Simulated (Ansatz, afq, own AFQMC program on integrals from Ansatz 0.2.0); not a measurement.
# NH3⁺, doublet: AFQMC among the cluster methods

```xyz
4

N     0.0000    0.0000    0.0000
H     1.7634    0.0237   -0.0001
H    -0.9022    1.5153   -0.0048
H    -0.8612   -1.5390    0.0049
```

Basis 6-31G. Noble-gas cores (and the filled d shells of Ga–Kr and In–Xe) are frozen. Ansatz 0.2.0 and our own AFQMC program on the same integrals; the CISD trial comes from CCSD amplitudes, and released means the phaseless constraint is let go. ± is one standard error of the sampling.

Determinant: UHF, the one that the program's search chose, which needn't be the lowest solution. The geometry is a point of a scan.

Full CI on the same integrals is exact in this basis and with this determinant's frozen core.

Cautions: strong correlation (T1 0.117, weight of the determinant 0.69, largest double 0.16); unrestricted determinant spin contaminated (⟨S²⟩ 1.80 against 0.75); CCSD(T) is in doubt: in a space of 7 electrons in 8 natural orbitals full CI lies 101 meV below it.

```
T1 diagnostic                               : 0.1167
weight of the determinant in the CISD state : 0.686
⟨S²⟩ of the determinant                     : 1.805
size of the correlated space                : 7 electrons in 14 orbitals
```

Reference: full CI, correlation energy -3.832 eV. The released energy is read at 2.40 1/Eh (meV from the phaseless value at times in 1/Eh: -8 ± 5 at 0.24, -12 ± 5 at 0.51, -27 ± 4 at 0.99, -44 ± 12 at 1.62, -42 ± 6 at 2.40). The cautions show a poor starting determinant, so the rows tell how each method copes with it here, and full CI is the sure value.

```json
{"level": "HF", "E − E(reference) (kJ/mol)": "369.7", "share of correlation (%)": "0.00"}
{"level": "MP2", "E − E(reference) (kJ/mol)": "182.8", "share of correlation (%)": "50.55"}
{"level": "CCSD", "E − E(reference) (kJ/mol)": "25.9", "share of correlation (%)": "92.99"}
{"level": "CCSD(T)", "E − E(reference) (kJ/mol)": "11.9", "share of correlation (%)": "96.78"}
{"level": "CCSDT", "E − E(reference) (kJ/mol)": "2.8", "share of correlation (%)": "99.24"}
{"level": "CCSDT(Q)", "E − E(reference) (kJ/mol)": "0.0", "share of correlation (%)": "100.01"}
{"level": "CCSDTQ", "E − E(reference) (kJ/mol)": "0.3", "share of correlation (%)": "99.92"}
{"level": "ph-AFQMC/CISD", "E − E(reference) (kJ/mol)": "4.8 ± 0.5", "share of correlation (%)": "98.70"}
{"level": "released AFQMC", "E − E(reference) (kJ/mol)": "0.8 ± 0.6", "share of correlation (%)": "99.79"}
```

CCSDT and higher add their correlation energy to the determinant of the CCSD(T) run, since their own runs factorise the integrals more tightly (a shift of under 2 meV). A walk keeps the symmetry of its determinant, which the program's search chose and which needn't be the lowest solution, so a lower state of the same spin and another symmetry isn't excluded. Released energies are given only where the last usable release times agree within the noise; a slower fall can still hide under it.
